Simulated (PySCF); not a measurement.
Running PySCF for BF⁻

Input:

```python
from pyscf import gto, scf, cc

mol = gto.M(
    atom='B 0 0 0; F 0 0 1.308',
    basis='def2-svp',
    charge=-1,
    spin=1,
    verbose=3,
)
mf = scf.UHF(mol)
mf.kernel()
mycc = cc.CCSD(mf, frozen=2)
mycc.kernel()
e = mycc.eaccsd(nroots=3)[0]
print('roots (eV) =', (e*27.211386).round(3))
mf.dip_moment()
print('orbital energies (hartree):', [e[max(0, n-3):n+3].round(4) for e, n in zip(mf.mo_energy, mol.nelec)])
```

```bash
$ OMP_NUM_THREADS=1 python input.py
```

The log (some set-up lines and the per-cycle HOMO/LUMO lines with their warnings removed):

```
converged SCF energy = -123.928404186427  <S^2> = 0.75929875  2S+1 = 2.0092772
E(UCCSD) = -124.1903323417786  E_corr = -0.2619281553518851
roots (eV) = [ 9.211  9.556 10.263]

WARN: System has nonzero charge -1; the dipole moment is origin-dependent.
Location of origin: [0. 0. 0.]

Dipole moment(X, Y, Z, Debye):  0.00000, -0.00000,  0.74832
orbital energies (hartree): [array([-0.4302, -0.1296,  0.0469,  0.3586,  0.4596,  0.633 ]), array([-0.4272, -0.415 , -0.0659,  0.3756,  0.4128,  0.4757])]
```

In short: E(SCF) = -123.928404 Eh, E(CCSD) − E(SCF) = -0.26193 Eh, ⟨S²⟩ = 0.759, attachment roots 9.211, 9.556, 10.263 eV.

Hardware: Arm Neoverse N1, 1 thread, shared host. Wall time 2.5 s, peak memory 0.12 GiB.

The basis has no diffuse functions, which an anion needs. The bond length is a typed value, not an optimised one. Positive EA roots mean that the added electron is unbound. The dipole of an ion depends on the origin. No search for the lowest solution was made.
